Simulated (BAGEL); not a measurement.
# singlet CH5Si+, step by step

Wanted: the energy (singlet CH5Si+, HF/def2-TZVP), then a single-point energy (doublet CH5Si, NEVPT2(3,3)/def2-TZVP), then a single-point energy (doublet CH5Si, CASPT2(3,3)/def2-TZVP) of CH5Si. 

The calculation is run with BAGEL 1.2.2.

## 1. Starting point

CH5Si+ has 7 atoms, charge +1, and is taken as a singlet. SMILES of the parent species: `C[SiH2]`. The coordinates come from a PBE0-D4/def2-TZVP relaxation. That shape belongs to the parent species and isn't relaxed for this state.

Bond lengths: C1–Si2 1.875 Å, C1–H3 1.094 Å, C1–H4 1.092 Å, C1–H5 1.092 Å, Si2–H6 1.491 Å, Si2–H7 1.490 Å. Angles: C1–Si2–H6 111.8°, C1–Si2–H7 111.8°, Si2–C1–H3 110.5°, Si2–C1–H4 110.8°, Si2–C1–H5 110.8°, H6–Si2–H7 109.5°, H3–C1–H4 108.1°, H3–C1–H5 108.2°, H4–C1–H5 108.3°.

## 2. The energy at HF/def2-TZVP (density fitting with svp-jkfit) (run 1)

hf.json

```json
{ "bagel" : [

{
  "title" : "molecule",
  "basis" : "def2-tzvp.json",
  "df_basis" : "svp-jkfit",
  "angstrom" : "true",
  "geometry" : [
    { "atom" : "C", "xyz" : [      -0.122622,      -0.803184,       0.095189 ] },
    { "atom" : "Si", "xyz" : [       0.176178,       1.034816,       0.313989 ] },
    { "atom" : "H", "xyz" : [      -0.204822,      -1.054884,      -0.966611 ] },
    { "atom" : "H", "xyz" : [       0.699178,      -1.383284,       0.519489 ] },
    { "atom" : "H", "xyz" : [      -1.047122,      -1.107684,       0.589489 ] },
    { "atom" : "H", "xyz" : [      -0.951500,       1.846400,      -0.225700 ] },
    { "atom" : "H", "xyz" : [       1.450578,       1.468016,      -0.326011 ] }
  ]
},

{
  "title" : "hf",
  "charge" : 1
},

{
  "title" : "print",
  "file" : "orbitals.molden",
  "orbitals" : "true"
}

]}
```

The basis set def2-TZVP is read from a file made from the Basis Set Exchange's data (not shown).

Launch:

```sh
$ BAGEL_NUM_THREADS=1 BAGEL hf.json > hf.out
```

The log of the run:

```text
* using 1 threads per process

  ===============================================================
  ===============================================================

  *** Geometry ***

  { "atom" : "C", "xyz" : [     -0.231722,     -1.517798,      0.179881 ] },
  { "atom" : "Si", "xyz" : [      0.332928,      1.955519,      0.593353 ] },
  { "atom" : "H", "xyz" : [     -0.387057,     -1.993442,     -1.826630 ] },
  { "atom" : "H", "xyz" : [      1.321255,     -2.614028,      0.981692 ] },
  { "atom" : "H", "xyz" : [     -1.978774,     -2.093219,      1.113973 ] },
  { "atom" : "H", "xyz" : [     -1.798074,      3.489190,     -0.426511 ] },
  { "atom" : "H", "xyz" : [      2.741195,      2.774148,     -0.616072 ] },

  Number of auxiliary basis functions:      293

  Since a DF basis is specified, we compute 2- and 3-index integrals:
    o Being stored without compression. Storage requirement is 0.023 GB

  Number of basis functions:       98
  Number of electrons      :       25

    * METHOD: MOLECULE                             0.11

  *** RHF ***

  === Nuclear Repulsion ===
    55.6831893919

      * DIIS with orbital gradients will be used.

  === RHF iteration (def2-tzvp.json) ===
      0       -329.28656061          0.01843208           0.03
      1       -329.38883162          0.00806008           0.03
      2       -329.40790468          0.00172426           0.03
      3       -329.40940247          0.00031169           0.03
      4       -329.40947443          0.00011389           0.03
      5       -329.40948768          0.00004268           0.03
      6       -329.40948978          0.00001404           0.03
      7       -329.40949006          0.00000357           0.03
      8       -329.40949008          0.00000108           0.03
      9       -329.40949008          0.00000031           0.03
     10       -329.40949008          0.00000008           0.03
     11       -329.40949008          0.00000002           0.03
     12       -329.40949008          0.00000001           0.03
    * SCF iteration converged.

    * Permanent dipole moment:
           (   -0.117344,    -0.603632,    -0.529196) a.u.

    * METHOD: HF                                   0.48

    * METHOD: PRINT                                0.02

  ===============================================================
```

It took 0.76 s on 1 thread of Arm Neoverse V1, shared host; peak memory 0.15 GiB.

## 3. Doublet neutral CH5Si: a single-point energy at NEVPT2(3,3)/def2-TZVP (density fitting with svp-jkfit) (run 2)

nevpt2.json

```json
{ "bagel": [

{
  "title": "molecule",
  "basis": "def2-tzvp.json",
  "df_basis": "svp-jkfit",
  "angstrom": true,
  "geometry": [
    { "atom": "C", "xyz": [      -0.122622,      -0.803184,       0.095189 ] },
    { "atom": "Si", "xyz": [       0.176178,       1.034816,       0.313989 ] },
    { "atom": "H", "xyz": [      -0.204822,      -1.054884,      -0.966611 ] },
    { "atom": "H", "xyz": [       0.699178,      -1.383284,       0.519489 ] },
    { "atom": "H", "xyz": [      -1.047122,      -1.107684,       0.589489 ] },
    { "atom": "H", "xyz": [      -0.951500,       1.846400,      -0.225700 ] },
    { "atom": "H", "xyz": [       1.450578,       1.468016,      -0.326011 ] }
  ]
},

{ "title": "hf", "charge": 1 },

{ "title": "casscf", "nstate": 1, "nact": 3, "nclosed": 11, "nspin": 1, "active": [8, 13, 15], "maxiter": 200, "natocc": true },

{
  "title": "nevpt2",
  "nstate": 1,
  "nact": 3,
  "nclosed": 11,
  "nspin": 1,
  "active": [8, 13, 15],
  "maxiter": 200,
  "natocc": true,
  "ncore": 6
},

{ "title": "print", "file": "orbitals.molden", "orbitals": true }

]}
```

The basis set def2-TZVP is read from a file made from the Basis Set Exchange's data (not shown).

Launch:

```sh
$ BAGEL_NUM_THREADS=1 BAGEL nevpt2.json > nevpt2.out
```

The log of the run:

```text
* using 1 threads per process

  ===============================================================
  ===============================================================

  *** Geometry ***

  { "atom" : "C", "xyz" : [     -0.231722,     -1.517798,      0.179881 ] },
  { "atom" : "Si", "xyz" : [      0.332928,      1.955519,      0.593353 ] },
  { "atom" : "H", "xyz" : [     -0.387057,     -1.993442,     -1.826630 ] },
  { "atom" : "H", "xyz" : [      1.321255,     -2.614028,      0.981692 ] },
  { "atom" : "H", "xyz" : [     -1.978774,     -2.093219,      1.113973 ] },
  { "atom" : "H", "xyz" : [     -1.798074,      3.489190,     -0.426511 ] },
  { "atom" : "H", "xyz" : [      2.741195,      2.774148,     -0.616072 ] },

  Number of auxiliary basis functions:      293

  Since a DF basis is specified, we compute 2- and 3-index integrals:
    o Being stored without compression. Storage requirement is 0.023 GB

  Number of basis functions:       98
  Number of electrons      :       25

    * METHOD: MOLECULE                             0.11

  *** RHF ***

  === Nuclear Repulsion ===
    55.6831893919

      * DIIS with orbital gradients will be used.

  === RHF iteration (def2-tzvp.json) ===
      0       -329.28656061          0.01843208           0.03
      1       -329.38883162          0.00806008           0.03
      2       -329.40790468          0.00172426           0.03
      3       -329.40940247          0.00031169           0.03
      4       -329.40947443          0.00011389           0.03
      5       -329.40948768          0.00004268           0.03
      6       -329.40948978          0.00001404           0.03
      7       -329.40949006          0.00000357           0.03
      8       -329.40949008          0.00000108           0.03
      9       -329.40949008          0.00000031           0.03
     10       -329.40949008          0.00000008           0.03
     11       -329.40949008          0.00000002           0.03
     12       -329.40949008          0.00000001           0.03
    * SCF iteration converged.

    * Permanent dipole moment:
           (   -0.117344,    -0.603632,    -0.529196) a.u.

    * METHOD: HF                                   0.48

  ---------------------------
      CASSCF calculation
  ---------------------------

    ==== Active orbitals : =====
         Orbital 8
         Orbital 13
         Orbital 15
    ============================

    * nstate   :      1
    * nclosed  :     11
    * nact     :      3
    * nvirt    :     84
  === CASSCF iteration (def2-tzvp.json) ===

    * Using the second-order algorithm

      0  0      -329.66937724     1.26e-02      0.01

      1  0      -329.69620027     4.67e-04      0.22

      2  0      -329.69715171     1.10e-04      0.28

      3  0      -329.69725188     2.49e-05      0.24

      4  0      -329.69725465     6.89e-06      0.30

      5  0      -329.69725512     3.58e-06      0.29

      6  0      -329.69725562     4.75e-06      0.29

      7  0      -329.69725759     1.03e-05      0.27

      8  0      -329.69726773     2.34e-05      0.27

      9  0      -329.69732064     5.29e-05      0.29

     10  0      -329.69758495     1.12e-04      0.30

     11  0      -329.69862728     1.90e-04      0.33

     12  0      -329.70082365     4.75e-04      0.25

     13  0      -329.70403894     4.43e-04      0.22

     14  0      -329.70603431     1.43e-03      0.22

     15  0      -329.70934732     2.26e-04      0.22

     16  0      -329.70948429     8.19e-05      0.23

     17  0      -329.70948856     2.90e-05      0.24

     18  0      -329.70948885     9.77e-06      0.26

     19  0      -329.70948887     3.33e-06      0.26

     20  0      -329.70948888     1.18e-06      0.25

     21  0      -329.70948888     4.32e-07      0.25

     22  0      -329.70948888     1.63e-07      0.24

     23  0      -329.70948888     6.20e-08      0.22

     24  0      -329.70948888     2.38e-08      0.20

     25  0      -329.70948888     9.18e-09      0.19

    * Second-order optimization converged. *

     guess   0:   closed 1..                  open .1.

  === FCI iteration ===

      0  0      -329.69578795     4.67e-02      0.00
      1  0      -329.70945556     1.87e-03      0.00
      2  0      -329.70948813     2.49e-04      0.00
      3  0      -329.70948887     1.75e-05      0.00
      4  0      -329.70948888     1.59e-06      0.00
      5  0      -329.70948888     1.55e-07      0.00
      6  0      -329.70948888     7.49e-09      0.00
      7  0 *    -329.70948888     9.88e-16      0.00

     * ci vector, state   0, <S^2> = 0.7500
       2a.     0.9951865981
       .a2     0.0917660073

    * METHOD: CASSCF                               6.42

    * freezing 6 orbitals

  === DF-NEVPT2 calculation ===

    * 3-index integral transformation done
    * assembly done

      NEVPT2 correlation energy:   -0.2608068424      0.15

          (+0)     -0.2070844538
          (+0)'    -0.0056680003
          (+1)     -0.0065436317
          (+1)'    -0.0000647713
          (+2)     -0.0001321095
          (-1)     -0.0243201574
          (-1)'    -0.0022553025
          (-2)     -0.0147384159

      NEVPT2 total energy:       -329.9702957200

    * METHOD: NEVPT2                               0.22

    * METHOD: PRINT                                0.02

  ===============================================================
```

Run time: 7.5 s. Hardware: 1 thread of Arm Neoverse V1, shared host; peak memory 0.15 GiB.

## 4. Doublet neutral CH5Si: the energy at CASPT2(3,3)/def2-TZVP (density fitting with svp-jkfit) (run 3)

calc.json

```json
{ "bagel" : [

{
  "title" : "molecule",
  "basis" : "def2-tzvp.json",
  "df_basis" : "svp-jkfit",
  "angstrom" : true,
  "geometry" : [
    { "atom" : "C", "xyz" : [   -0.122622,   -0.803184,    0.095189 ] },
    { "atom" : "Si", "xyz" : [    0.176178,    1.034816,    0.313989 ] },
    { "atom" : "H", "xyz" : [   -0.204822,   -1.054884,   -0.966611 ] },
    { "atom" : "H", "xyz" : [    0.699178,   -1.383284,    0.519489 ] },
    { "atom" : "H", "xyz" : [   -1.047122,   -1.107684,    0.589489 ] },
    { "atom" : "H", "xyz" : [   -0.951500,    1.846400,   -0.225700 ] },
    { "atom" : "H", "xyz" : [    1.450578,    1.468016,   -0.326011 ] }
  ]
},
{
  "title" : "hf",
  "charge" : 1
},
{
  "title" : "casscf",
  "nstate" : 1,
  "nact" : 3,
  "nclosed" : 11,
  "charge" : 0,
  "nspin" : 1,
  "active" : [8, 13, 15],
  "maxiter" : 200,
  "natocc" : true
},
{
  "title" : "print",
  "file" : "orbitals.molden",
  "orbitals" : true
},
{
  "title" : "smith",
  "method" : "caspt2",
  "ms" : true,
  "xms" : true,
  "sssr" : true,
  "shift" : 0.2,
  "shift_imag" : true,
  "ncore" : 6
}

]}
```

The basis set def2-TZVP is read from a file made from the Basis Set Exchange's data (not shown).

Launch:

```sh
$ BAGEL_NUM_THREADS=1 BAGEL calc.json > calc.out
```

The log of the run:

```text
* using 1 threads per process

  ===============================================================
  ===============================================================

  *** Geometry ***

  { "atom" : "C", "xyz" : [     -0.231722,     -1.517798,      0.179881 ] },
  { "atom" : "Si", "xyz" : [      0.332928,      1.955519,      0.593353 ] },
  { "atom" : "H", "xyz" : [     -0.387057,     -1.993442,     -1.826630 ] },
  { "atom" : "H", "xyz" : [      1.321255,     -2.614028,      0.981692 ] },
  { "atom" : "H", "xyz" : [     -1.978774,     -2.093219,      1.113973 ] },
  { "atom" : "H", "xyz" : [     -1.798074,      3.489190,     -0.426511 ] },
  { "atom" : "H", "xyz" : [      2.741195,      2.774148,     -0.616072 ] },

  Number of auxiliary basis functions:      293

  Since a DF basis is specified, we compute 2- and 3-index integrals:
    o Being stored without compression. Storage requirement is 0.023 GB

  Number of basis functions:       98
  Number of electrons      :       25

    * METHOD: MOLECULE                             0.11

  *** RHF ***

  === Nuclear Repulsion ===
    55.6831893919

      * DIIS with orbital gradients will be used.

  === RHF iteration (def2-tzvp.json) ===
      0       -329.28656061          0.01843208           0.03
      1       -329.38883162          0.00806008           0.03
      2       -329.40790468          0.00172426           0.03
      3       -329.40940247          0.00031169           0.03
      4       -329.40947443          0.00011389           0.03
      5       -329.40948768          0.00004268           0.03
      6       -329.40948978          0.00001404           0.03
      7       -329.40949006          0.00000357           0.03
      8       -329.40949008          0.00000108           0.03
      9       -329.40949008          0.00000031           0.03
     10       -329.40949008          0.00000008           0.03
     11       -329.40949008          0.00000002           0.03
     12       -329.40949008          0.00000001           0.03
    * SCF iteration converged.

    * Permanent dipole moment:
           (   -0.117344,    -0.603632,    -0.529196) a.u.

    * METHOD: HF                                   0.47

  ---------------------------
      CASSCF calculation
  ---------------------------

    ==== Active orbitals : =====
         Orbital 8
         Orbital 13
         Orbital 15
    ============================

    * nstate   :      1
    * nclosed  :     11
    * nact     :      3
    * nvirt    :     84
  === CASSCF iteration (def2-tzvp.json) ===

    * Using the second-order algorithm

      0  0      -329.66937724     1.26e-02      0.01

      1  0      -329.69620027     4.67e-04      0.22

      2  0      -329.69715171     1.10e-04      0.28

      3  0      -329.69725188     2.49e-05      0.23

      4  0      -329.69725465     6.89e-06      0.29

      5  0      -329.69725512     3.58e-06      0.29

      6  0      -329.69725562     4.75e-06      0.30

      7  0      -329.69725759     1.03e-05      0.28

      8  0      -329.69726773     2.34e-05      0.29

      9  0      -329.69732064     5.29e-05      0.29

     10  0      -329.69758495     1.12e-04      0.30

     11  0      -329.69862728     1.90e-04      0.33

     12  0      -329.70082365     4.75e-04      0.25

     13  0      -329.70403894     4.43e-04      0.22

     14  0      -329.70603431     1.43e-03      0.22

     15  0      -329.70934732     2.26e-04      0.23

     16  0      -329.70948429     8.19e-05      0.24

     17  0      -329.70948856     2.90e-05      0.24

     18  0      -329.70948885     9.77e-06      0.27

     19  0      -329.70948887     3.33e-06      0.28

     20  0      -329.70948888     1.18e-06      0.25

     21  0      -329.70948888     4.32e-07      0.25

     22  0      -329.70948888     1.63e-07      0.24

     23  0      -329.70948888     6.20e-08      0.23

     24  0      -329.70948888     2.38e-08      0.21

     25  0      -329.70948888     9.18e-09      0.19

    * Second-order optimization converged. *

     guess   0:   closed 1..                  open .1.

  === FCI iteration ===

      0  0      -329.69578795     4.67e-02      0.00
      1  0      -329.70945556     1.87e-03      0.00
      2  0      -329.70948813     2.49e-04      0.00
      3  0      -329.70948887     1.75e-05      0.00
      4  0      -329.70948888     1.59e-06      0.00
      5  0      -329.70948888     1.55e-07      0.00
      6  0      -329.70948888     7.49e-09      0.00
      7  0 *    -329.70948888     9.88e-16      0.00

     * ci vector, state   0, <S^2> = 0.7500
       2a.     0.9951865981
       .a2     0.0917660073

    * METHOD: CASSCF                               6.49

    * METHOD: PRINT                                0.02

  === SMITH program ===

    * freezing 6 orbitals

    * Approximate memory requirement for SMITH calulation per MPI process:
      o Storage requirement for T-amplitude, lambda, and residual is 0.01 GB
      o Storage requirement for MO integrals is 0.00 GB
    * Calculating and saving rdm4f

    * Zeroth order energy : state  0       -1.1370385347

    * CASPT2 iteration is performed using orthogonal basis

      -------------------------------------------  CASPT2 iteration  ---------------------------------------------------
       #      aibj      arbs      arbi      airj      risj      airs      arst      rist         Etot      error   time
      ------------------------------------------------------------------------------------------------------------------

       0  -0.20687  -0.01821  -0.02614  -0.00755  -0.00021  -0.00544  -0.00222  -0.00006   -0.2667062  0.0015075   0.08
       1  -0.20706  -0.01831  -0.02622  -0.00772  -0.00023  -0.00564  -0.00230  -0.00006   -0.2675556  0.0003348   0.07
       2  -0.20707  -0.01832  -0.02623  -0.00773  -0.00023  -0.00564  -0.00231  -0.00007   -0.2675978  0.0000766   0.07
       3  -0.20707  -0.01832  -0.02624  -0.00772  -0.00024  -0.00564  -0.00231  -0.00007   -0.2675997  0.0000179   0.07
       4  -0.20707  -0.01832  -0.02624  -0.00773  -0.00024  -0.00564  -0.00231  -0.00007   -0.2675998  0.0000041   0.07
       5  -0.20707  -0.01832  -0.02624  -0.00773  -0.00024  -0.00564  -0.00231  -0.00007   -0.2675998  0.0000009   0.07

      ------------------------------------------------------------------------------------------------------------------

    * CASPT2 energy : state  0     -329.9789205059
        w/o shift correction       -329.9770886726
        reference weight              0.9088317067

    * METHOD: SMITH                                0.58

  ===============================================================
```

Wall time 8.1 s (1 thread of Arm Neoverse V1, shared host); peak memory 0.15 GiB.

## 5. Results

| quantity | value |
| --- | --- |
| run 1, HF/def2-TZVP: total energy | -329.40949 Eh |
| run 1, HF/def2-TZVP: HOMO energy | -18.92 eV |
| run 1, HF/def2-TZVP: LUMO energy | -6.95 eV |
| run 1, HF/def2-TZVP: HOMO–LUMO gap | 11.98 eV |
| doublet neutral CH5Si, run 2: total energy | -329.97030 Eh |
| doublet neutral CH5Si, run 3: total energy | -329.97892 Eh |
